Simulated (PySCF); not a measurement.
C3H7N.
Atom-mapped SMILES: `[CH3:1]/[CH:2]=[N:3]\[CH3:4]` (hydrogens: H5, H6, H7 on C1; H8 on C2; H9, H10, H11 on C4)

The same species was optimised twice, with GFN2-xTB and with PBE0-D3(BJ)/def2-SVP (PySCF), and the same property calculations (PySCF, gas phase) were run on both structures.

| coordinate | GFN2-xTB | PBE0-D3(BJ)/def2-SVP | change |
| --- | --- | --- | --- |
| C2–H8 (Å) | 1.087 | 1.104 | +0.017 |
| N3–C4 (Å) | 1.430 | 1.443 | +0.013 |
| C2=N3 (Å) | 1.254 | 1.266 | +0.012 |
| C1–C2 (Å) | 1.501 | 1.499 | -0.002 |
| C2–N3–C4 (°) | 124.3 | 120.2 | -4.1 |
| C1–C2–N3 (°) | 130.5 | 129.2 | -1.3 |
| N3–C2–H8 (°) | 114.8 | 116.0 | +1.2 |
| C1–C2–H8 (°) | 114.8 | 114.8 | 0.0 |

Rotational constants: A = 17866, B = 5579, C = 4487 MHz (GFN2-xTB) against A = 16818, B = 5827, C = 4576 MHz (PBE0-D3(BJ)/def2-SVP). Atoms that the bonding makes alike are paired by their places after alignment. End groups have turned between the structures, so H5, H6, H7, H9, H10, H11 are left out of the comparison.

On the GFN2-xTB structure: isotropic polarisability (au) 46.4 [CAM-B3LYP/def2-SVPD]; HOMO (eV) -8.21 [CAM-B3LYP/def2-SVPD]; LUMO (eV) 1.34 [CAM-B3LYP/def2-SVPD]; dipole (D) 1.97 [CAM-B3LYP/def2-SVPD]; HOMO (eV) -6.72 [PBE0/pcSseg-1]; LUMO (eV) 0.34 [PBE0/pcSseg-1]; dipole (D) 1.93 [PBE0/pcSseg-1]; GIAO shielding of C1 (ppm) 171.9 [PBE0/pcSseg-1]; GIAO shielding of C2 (ppm) 24.5 [PBE0/pcSseg-1]; GIAO shielding of N3 (ppm) -113.3 [PBE0/pcSseg-1]; GIAO shielding of C4 (ppm) 146.6 [PBE0/pcSseg-1]; C1s of C1 (eV) 290.92 [delta-SCF UKS SCAN, pcX-2 on the ionised atom, pcseg-1 elsewhere, spin-free X2C]; C1s of C2 (eV) 291.50 [delta-SCF UKS SCAN, pcX-2 on the ionised atom, pcseg-1 elsewhere, spin-free X2C]; N1s of N3 (eV) 404.37 [delta-SCF UKS SCAN, pcX-2 on the ionised atom, pcseg-1 elsewhere, spin-free X2C]; C1s of C4 (eV) 291.31 [delta-SCF UKS SCAN, pcX-2 on the ionised atom, pcseg-1 elsewhere, spin-free X2C].

**Question.** What do these properties become on the PBE0-D3(BJ)/def2-SVP structure?

**Answer.** 
| property | level | on GFN2-xTB | on PBE0-D3(BJ)/def2-SVP | change |
| --- | --- | --- | --- | --- |
| isotropic polarisability (au) | CAM-B3LYP/def2-SVPD | 46.4 | 46.8 | +0.4 |
| HOMO (eV) | CAM-B3LYP/def2-SVPD | -8.21 | -8.35 | -0.14 |
| LUMO (eV) | CAM-B3LYP/def2-SVPD | 1.34 | 1.10 | -0.24 |
| dipole (D) | CAM-B3LYP/def2-SVPD | 1.97 | 2.24 | +0.27 |
| energy, GFN2-xTB geometry as zero (kcal/mol) | CAM-B3LYP/def2-SVPD | 0.0 | -0.4 | -0.4 |
| HOMO (eV) | PBE0/pcSseg-1 | -6.72 | -6.85 | -0.13 |
| LUMO (eV) | PBE0/pcSseg-1 | 0.34 | 0.04 | -0.30 |
| dipole (D) | PBE0/pcSseg-1 | 1.93 | 2.21 | +0.28 |
| energy, GFN2-xTB geometry as zero (kcal/mol) | PBE0/pcSseg-1 | 0.0 | 0.0 | 0.0 |
| GIAO shielding of C1 (ppm) | PBE0/pcSseg-1 | 171.9 | 167.3 | -4.6 |
| GIAO shielding of C2 (ppm) | PBE0/pcSseg-1 | 24.5 | 16.4 | -8.1 |
| GIAO shielding of N3 (ppm) | PBE0/pcSseg-1 | -113.3 | -113.3 | 0.0 |
| GIAO shielding of C4 (ppm) | PBE0/pcSseg-1 | 146.6 | 147.1 | +0.5 |
| C1s of C1 (eV) | delta-SCF UKS SCAN, pcX-2 on the ionised atom, pcseg-1 elsewhere, spin-free X2C | 290.92 | 291.07 | +0.15 |
| C1s of C2 (eV) | delta-SCF UKS SCAN, pcX-2 on the ionised atom, pcseg-1 elsewhere, spin-free X2C | 291.50 | 291.61 | +0.11 |
| N1s of N3 (eV) | delta-SCF UKS SCAN, pcX-2 on the ionised atom, pcseg-1 elsewhere, spin-free X2C | 404.37 | 404.42 | +0.05 |
| C1s of C4 (eV) | delta-SCF UKS SCAN, pcX-2 on the ionised atom, pcseg-1 elsewhere, spin-free X2C | 291.31 | 291.33 | +0.02 |

The heavy atoms differ by 0.041 Å rms after alignment. Among the bonds compared C2–H8 changes most (+0.017 Å). Changes are differences of the printed values. Neither structure is proved a minimum here.
